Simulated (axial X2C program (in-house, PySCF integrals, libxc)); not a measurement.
Nuclear properties of ClBCl

Calculated with an axial X2C code built on PySCF integrals: two-component X2C with atomic mean-field Coulomb and Gaunt terms, Gaussian nuclei, basis Cl dyall-av3z, B dyall-v3z with contracted cores.

Cl–B–Cl held linear, with bonds 1.685 and 1.685 Å (near the PBE0 minimum at charge 0 of the determinant lowest at the starting distance; the state shown can have its own minimum elsewhere, held linear; other orders of the atoms were not compared).

Determinant lowest in the PBE0 search, Ω = 1/2 (⟨Sz⟩ = -0.50, ⟨Lz⟩ = 1.00 at PBE0), spin on the atoms Cl -0.01, B -0.48, Cl -0.01:

```csv
level,A∥/gI Cl (MHz),qzz Cl (a.u.),A∥/gI B (MHz),qzz B (a.u.)
PBE0,251,2.50,115,-0.07
HF,241,2.68,72.4,-0.10
r2SCAN,253,2.43,70.9,-0.05
```

Determinant 0.02 eV from it at PBE0 and this distance, Ω = 3/2 (⟨Sz⟩ = 0.50, ⟨Lz⟩ = 1.00 at PBE0), spin on the atoms Cl 0.01, B 0.48, Cl 0.01:

| level | A∥/gI Cl (MHz) | qzz Cl (a.u.) | A∥/gI B (MHz) | qzz B (a.u.) |
| --- | --- | --- | --- | --- |
| PBE0 | 49.8 | 2.50 | 53.5 | -0.07 |
| HF | 33.2 | 2.68 | 75.7 | -0.10 |
| r2SCAN | 58.6 | 2.43 | 62.9 | -0.05 |

A∥ (defined per Ω) follows by multiplying with gI = μI/(I μN); qzz is the electric field gradient, eQq0 = 234.96 MHz × Q/barn × qzz. The operators were transformed with the bare-nucleus X2C matrices; with these basis sets, hyperfine constants and field gradients can be off by tens of per cent, and where levels differ in sign neither size nor sign is settled.

Q: With gI(35Cl) = 0.5479, Q(35Cl) = -0.08112 barn, gI(11B) = 1.7924, Q(11B) = 0.04059 barn (g factors from the IAEA table of nuclear moments by Stone; Q from Pyykkö, Mol. Phys. 2018), turn the PBE0 values of the first state into constants in MHz.

A: A∥(35Cl) = 251 × 0.5479 = 138 MHz; eQq0(35Cl) = 234.96 × (-0.08112) × (2.50) = -47.6 MHz; A∥(11B) = 115 × 1.7924 = 206 MHz; eQq0(11B) = 234.96 × (0.04059) × (-0.07) = -0.668 MHz.

The molecule was held linear; bending was not examined, so a bent shape may lie lower.

Each state is one determinant with collinear spin. Unrestricted Hartree–Fock can overshoot spin polarisation at the nuclei. The search compared states at one distance, so a state with another bond length can lie lower. PBE0 term energies can be off by some tenths of an eV.
